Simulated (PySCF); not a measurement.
Potential energy of NaMg⁺ along the bond

Set-up: Na aug-cc-pVDZ, Mg aug-cc-pVDZ; no relativity (PySCF 2.14). Energies in eV from Na⁺ + Mg in their ground configurations at the same level. All curves are PBE0. state 1: ¹Σ⁺ (singlet), closed shell; state 2: ³Σ⁺ (triplet), unpaired electrons σ ↑↑, a second solution, started from another occupation.

```
R (Å)  state 1  state 2
2.764  -0.4849   1.9677
2.893  -0.5646   1.7770
3.021  -0.6091   1.6293
3.118  -0.6250   1.5419
3.214  -0.6293   1.4717
3.310  -0.6245   1.4163
3.439  -0.6076   1.3618
3.600  -0.5747   1.3194
3.792  -0.5254   1.2973
4.050  -0.4531   1.3021
```

Task: Put a parabola through the three lowest points of the state 1 curve and estimate Re, k and ωe (reduced mass 11.74 u; 1 eV/Å² = 0.16022 mdyn/Å; ωe = 1302.8·√(k/μ) cm⁻¹).

Result: Through R = 3.118, 3.214, 3.31 Å the second-order coefficient is 0.494 eV/Å², so Re ≈ 3.211 Å, k ≈ 0.158 mdyn/Å and ωe ≈ 151 cm⁻¹. A polynomial fit of higher order to the unrounded PBE0 energies gives Re = 3.207 Å, k = 0.158 mdyn/Å, ωe = 151 cm⁻¹; anharmonicity and rounding make the difference.

The higher-order fit for each curve: state 1: Re = 3.207 Å, ωe = 151 cm⁻¹, De = 0.63 eV; state 2: Re = 3.879 Å, ωe = 110 cm⁻¹, minimum 1.30 eV above the ground-state fragments.

Closed-shell solutions of metal pairs were not tested for spin polarisation, which can lower them a little. For an ion De counts to the pair picked by the measured ionisation energies or electron affinities, which need not be the lowest pair at this level.
